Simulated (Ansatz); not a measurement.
**Cd (hcp): energy against volume**

Level of theory: Ansatz 0.2.0, DFT, revPBE, plane waves (420 eV) with PAW, scalar-relativistic. The PAW files were generated under PBE, with cores re-solved for the functional.

The cell is scaled uniformly from the relaxed one, with fractional coordinates and shape fixed. Energies are extrapolated to zero smearing, pressures are those at the given smearing. Magnetic state: spin not included.

A Birch-Murnaghan fit gives V₀ = 24.14 Å³/atom, B₀ = 36 GPa, B₀′ = 6.7.

Task: What are the energy above the minimum and the pressure at 21.224 Å³/atom?

Result: 55.7 meV/atom and 7.15 GPa as computed.

Task: What are the energy above the minimum and the pressure at 22.189 Å³/atom?

Result: 22.3 meV/atom and 4.11 GPa as computed.

Task: What are the energy above the minimum and the pressure at 23.153 Å³/atom?

Result: 5.1 meV/atom and 1.81 GPa as computed.
